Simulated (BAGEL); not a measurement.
**H3O+ (SMILES [OH3+]): NEVPT2(8,7)/aug-cc-pVTZ (density fitting with cc-pvqz-jkfit)**

What is the vertical singlet–triplet gap of H3O+ at NEVPT2(8,7)/aug-cc-pVTZ (density fitting with cc-pvqz-jkfit)? 

Program for the calculation: BAGEL 1.2.2.

2 further runs of the same task are left out: 2 set aside as unsound or not needed.

## Step 1: The structure to begin with

H3O+ has 4 atoms, charge +1, and is taken as a singlet. As SMILES, `[OH3+]`. Geometry: relaxed at PBE0-D4/def2-TZVP.

Bond lengths: O1–H2 0.978 Å, O1–H3 0.978 Å, O1–H4 0.978 Å. Angles: H2–O1–H3 113.0°, H2–O1–H4 113.0°, H3–O1–H4 113.0°.

## Step 2: The energy at NEVPT2(8,7)/aug-cc-pVTZ (density fitting with cc-pvqz-jkfit)

Input file input.json:

```json
{ "bagel": [

{
  "title": "molecule",
  "basis": "aug-cc-pvtz.json",
  "df_basis": "cc-pvqz-jkfit",
  "angstrom": "true",
  "geometry": [
    { "atom": "O", "xyz": [       0.181970,      -0.056700,      -0.052760 ] },
    { "atom": "H", "xyz": [       0.219060,       0.918440,       0.015140 ] },
    { "atom": "H", "xyz": [      -0.408890,      -0.368290,      -0.767380 ] },
    { "atom": "H", "xyz": [       0.007860,      -0.493450,       0.805020 ] }
  ]
},

{
  "title": "hf",
  "charge": 1
},

{
  "title": "nevpt2",
  "nstate": 1,
  "nact": 7,
  "nclosed": 1,
  "charge": 1,
  "maxiter": 200,
  "natocc": "true",
  "ncore": 1
},

{
  "title": "print",
  "file": "orbitals.molden",
  "orbitals": "true"
}

]}
```

The basis set aug-cc-pVTZ is read from a file made from the Basis Set Exchange's data (not shown).

Command:

```sh
$ BAGEL_NUM_THREADS=1 BAGEL input.json > input.out
```

What it wrote:

```text
* using 1 threads per process

  ===============================================================
  ===============================================================

  *** Geometry ***

  { "atom" : "O", "xyz" : [      0.343873,     -0.107147,     -0.099702 ] },
  { "atom" : "H", "xyz" : [      0.413963,      1.735600,      0.028610 ] },
  { "atom" : "H", "xyz" : [     -0.772690,     -0.695967,     -1.450138 ] },
  { "atom" : "H", "xyz" : [      0.014853,     -0.932485,      1.521267 ] },

  Number of auxiliary basis functions:      259

  Since a DF basis is specified, we compute 2- and 3-index integrals:
    o Being stored without compression. Storage requirement is 0.027 GB

  Number of basis functions:      115
  Number of electrons      :       11

    * METHOD: MOLECULE                             0.08

  *** RHF ***

  === Nuclear Repulsion ===
    13.9563073607

      * DIIS with orbital gradients will be used.

  === RHF iteration (aug-cc-pvtz.json) ===
      0        -76.22425568          0.02046135           0.01
      1        -76.30749043          0.01342774           0.02
      2        -76.33924686          0.00157594           0.02
      3        -76.33985704          0.00025272           0.02
      4        -76.33987594          0.00003612           0.02
      5        -76.33987649          0.00000844           0.02
      6        -76.33987652          0.00000221           0.02
      7        -76.33987653          0.00000037           0.02
      8        -76.33987653          0.00000010           0.02
      9        -76.33987653          0.00000004           0.02
     10        -76.33987653          0.00000001           0.02
    * SCF iteration converged.

    * Permanent dipole moment:
           (    0.517703,    -0.161337,    -0.150092) a.u.

    * METHOD: HF                                   0.23

    * freezing 1 orbital
  ---------------------------
      CASSCF calculation
  ---------------------------

    * nstate   :      1
    * nclosed  :      1
    * nact     :      7
    * nvirt    :    107
  === CASSCF iteration (aug-cc-pvtz.json) ===

    * Using the second-order algorithm

      0  0       -76.34106500     3.56e-04      0.03

      1  0       -76.37636242     4.17e-03      0.16

      2  0       -76.42066385     1.74e-03      0.20

      3  0       -76.42677043     6.24e-04      0.20

      4  0       -76.42695833     3.89e-04      0.24

      5  0       -76.42699052     2.26e-04      0.25

      6  0       -76.42700135     1.27e-04      0.25

      7  0       -76.42700545     7.16e-05      0.25

      8  0       -76.42700706     4.08e-05      0.25

      9  0       -76.42700769     2.37e-05      0.27

     10  0       -76.42700795     1.40e-05      0.26

     11  0       -76.42700805     8.43e-06      0.27

     12  0       -76.42700809     5.14e-06      0.27

     13  0       -76.42700811     3.17e-06      0.27

     14  0       -76.42700812     1.97e-06      0.27

     15  0       -76.42700812     1.23e-06      0.27

     16  0       -76.42700812     7.73e-07      0.26

     17  0       -76.42700812     4.87e-07      0.28

     18  0       -76.42700812     3.07e-07      0.28

     19  0       -76.42700812     1.94e-07      0.26

     20  0       -76.42700812     1.23e-07      0.25

     21  0       -76.42700812     7.78e-08      0.24

     22  0       -76.42700812     4.93e-08      0.23

     23  0       -76.42700812     3.12e-08      0.22

     24  0       -76.42700812     1.98e-08      0.21

     25  0       -76.42700812     1.25e-08      0.20

     26  0       -76.42700812     7.95e-09      0.20

    * Second-order optimization converged. *

     guess   0:   closed 1111...              open .......

  === FCI iteration ===

      0  0       -76.33883711     1.53e-02      0.00
      1  0       -76.42226721     4.06e-03      0.00
      2  0       -76.42680602     8.47e-04      0.00
      3  0       -76.42699422     2.13e-04      0.00
      4  0       -76.42700727     5.42e-05      0.00
      5  0       -76.42700809     9.93e-06      0.00
      6  0       -76.42700812     1.90e-06      0.00
      7  0       -76.42700812     3.84e-07      0.00
      8  0       -76.42700812     6.54e-08      0.00
      9  0       -76.42700812     1.10e-08      0.00
     10  0       -76.42700812     1.78e-09      0.00
     11  0       -76.42700812     3.13e-10      0.00
     12  0 *     -76.42700812     7.02e-11      0.00

     * ci vector, state   0, <S^2> = -0.0000
       2222...     0.9860120026
       222..2.    -0.0615698392
       22.2..2    -0.0615551217
       2.222..    -0.0583391242

  === DF-NEVPT2 calculation ===

    * 3-index integral transformation done
    * assembly done

      NEVPT2 correlation energy:   -0.1506067911      0.07

          (+0)      0.0000000000
          (+0)'     0.0000000000
          (+1)      0.0000000000
          (+1)'     0.0000000000
          (+2)      0.0000000000
          (-1)      0.0000000000
          (-1)'    -0.0464673246
          (-2)     -0.1041394665

      NEVPT2 total energy:        -76.5776149107

    * METHOD: NEVPT2                               7.86

    * METHOD: PRINT                                0.02

  ===============================================================
```

Run time: 8.4 s. Hardware: 1 thread of Arm Neoverse V2, shared host; peak memory 0.22 GiB.

## Step 3: The triplet at the same level

Input file input.json:

```json
{ "bagel": [

{
  "title": "molecule",
  "basis": "aug-cc-pvtz.json",
  "df_basis": "cc-pvqz-jkfit",
  "angstrom": true,
  "geometry": [
    { "atom": "O", "xyz": [    0.181970,   -0.056700,   -0.052760 ] },
    { "atom": "H", "xyz": [    0.219060,    0.918440,    0.015140 ] },
    { "atom": "H", "xyz": [   -0.408890,   -0.368290,   -0.767380 ] },
    { "atom": "H", "xyz": [    0.007860,   -0.493450,    0.805020 ] }
  ]
},
{
  "title": "hf",
  "charge": 1
},
{
  "title": "casscf",
  "nstate": 1,
  "nact": 7,
  "nclosed": 1,
  "charge": 1,
  "nspin": 2,
  "maxiter": 200,
  "natocc": true
},
{
  "title": "nevpt2",
  "nstate": 1,
  "nact": 7,
  "nclosed": 1,
  "charge": 1,
  "nspin": 2,
  "maxiter": 200,
  "natocc": true,
  "ncore": 1
},
{
  "title": "print",
  "file": "orbitals.molden",
  "orbitals": true
}

]}
```

The basis set aug-cc-pVTZ is read from a file made from the Basis Set Exchange's data (not shown).

Command:

```sh
$ BAGEL_NUM_THREADS=1 BAGEL input.json > input.out
```

What it wrote:

```text
* using 1 threads per process

  ===============================================================
  ===============================================================

  *** Geometry ***

  { "atom" : "O", "xyz" : [      0.343873,     -0.107147,     -0.099702 ] },
  { "atom" : "H", "xyz" : [      0.413963,      1.735600,      0.028610 ] },
  { "atom" : "H", "xyz" : [     -0.772690,     -0.695967,     -1.450138 ] },
  { "atom" : "H", "xyz" : [      0.014853,     -0.932485,      1.521267 ] },

  Number of auxiliary basis functions:      259

  Since a DF basis is specified, we compute 2- and 3-index integrals:
    o Being stored without compression. Storage requirement is 0.027 GB

  Number of basis functions:      115
  Number of electrons      :       11

    * METHOD: MOLECULE                             0.08

  *** RHF ***

  === Nuclear Repulsion ===
    13.9563073607

      * DIIS with orbital gradients will be used.

  === RHF iteration (aug-cc-pvtz.json) ===
      0        -76.22425568          0.02046135           0.02
      1        -76.30749043          0.01342774           0.02
      2        -76.33924686          0.00157594           0.02
      3        -76.33985704          0.00025272           0.02
      4        -76.33987594          0.00003612           0.02
      5        -76.33987649          0.00000844           0.02
      6        -76.33987652          0.00000221           0.02
      7        -76.33987653          0.00000037           0.02
      8        -76.33987653          0.00000010           0.02
      9        -76.33987653          0.00000004           0.02
     10        -76.33987653          0.00000001           0.02
    * SCF iteration converged.

    * Permanent dipole moment:
           (    0.517703,    -0.161337,    -0.150092) a.u.

    * METHOD: HF                                   0.28

  ---------------------------
      CASSCF calculation
  ---------------------------

    * nstate   :      1
    * nclosed  :      1
    * nact     :      7
    * nvirt    :    107
  === CASSCF iteration (aug-cc-pvtz.json) ===

    * Using the second-order algorithm

      0  0       -75.84042187     3.95e-02      0.04

      1  0       -75.95794244     2.68e-03      0.28

      2  0       -75.98710017     3.46e-03      0.28

      3  0       -76.00815063     7.87e-04      0.26

      4  0       -76.00893579     2.42e-04      0.26

      5  0       -76.00896347     1.04e-04      0.28

      6  0       -76.00896763     4.28e-05      0.28

      7  0       -76.00896828     1.74e-05      0.33

      8  0       -76.00896838     7.00e-06      0.31

      9  0       -76.00896839     2.81e-06      0.28

     10  0       -76.00896839     1.12e-06      0.30

     11  0       -76.00896839     4.52e-07      0.35

     12  0       -76.00896839     1.90e-07      0.31

     13  0       -76.00896839     9.42e-08      0.28

     14  0       -76.00896839     6.22e-08      0.27

     15  0       -76.00896839     5.06e-08      0.25

     16  0       -76.00896839     4.40e-08      0.25

     17  0       -76.00896839     3.89e-08      0.26

     18  0       -76.00896839     3.45e-08      0.27

     19  0       -76.00896839     3.06e-08      0.28

     20  0       -76.00896839     2.71e-08      0.25

     21  0       -76.00896839     2.41e-08      0.25

     22  0       -76.00896839     2.13e-08      0.23

     23  0       -76.00896839     1.89e-08      0.23

     24  0       -76.00896839     1.68e-08      0.24

     25  0       -76.00896839     1.49e-08      0.22

     26  0       -76.00896839     1.32e-08      0.23

     27  0       -76.00896839     1.18e-08      0.23

     28  0       -76.00896839     1.04e-08      0.21

     29  0       -76.00896839     9.27e-09      0.19

    * Second-order optimization converged. *

     guess   0:   closed 111....              open ...11..

  === FCI iteration ===

      0  0       -75.95723710     1.40e-02      0.00
      1  0       -76.00709632     2.83e-03      0.00
      2  0       -76.00886629     6.64e-04      0.00
      3  0       -76.00896127     1.39e-04      0.00
      4  0       -76.00896767     4.06e-05      0.00
      5  0       -76.00896831     1.55e-05      0.00
      6  0       -76.00896839     4.70e-06      0.00
      7  0       -76.00896839     1.28e-06      0.00
      8  0       -76.00896839     3.51e-07      0.00
      9  0       -76.00896839     8.55e-08      0.00
     10  0       -76.00896839     2.72e-08      0.00
     11  0       -76.00896839     8.84e-09      0.00
     12  0       -76.00896839     5.00e-09      0.00
     13  0       -76.00896839     1.25e-09      0.00
     14  0       -76.00896839     2.92e-10      0.00
     15  0 *     -76.00896839     9.36e-11      0.00

     * ci vector, state   0, <S^2> = 2.0000
       222aa..     0.9901522305
       22.aa2.    -0.0655185822
       2.2aa.2    -0.0655126524

    * METHOD: CASSCF                               7.77

    * freezing 1 orbital

  === DF-NEVPT2 calculation ===

    * 3-index integral transformation done
    * assembly done

      NEVPT2 correlation energy:   -0.1667485958      0.07

          (+0)      0.0000000000
          (+0)'     0.0000000000
          (+1)      0.0000000000
          (+1)'     0.0000000000
          (+2)      0.0000000000
          (-1)      0.0000000000
          (-1)'    -0.0762536482
          (-2)     -0.0904949477

      NEVPT2 total energy:        -76.1757169903

    * METHOD: NEVPT2                               1.67

    * METHOD: PRINT                                0.02

  ===============================================================
```

It took 10 s on 1 thread of Arm Neoverse V2, shared host; peak memory 0.21 GiB.

## Step 4: Outcome

Level: NEVPT2(8,7)/aug-cc-pVTZ (density fitting with cc-pvqz-jkfit), 1 core orbital frozen.

```
                                        quantity         value
                           singlet: total energy  -76.57761 Eh
                           triplet: total energy  -76.17572 Eh
vertical energy of the triplet above the singlet     10.936 eV
```

**Reading.** At this shape the triplet lies 10.94 eV (1055 kJ/mol) above the singlet.
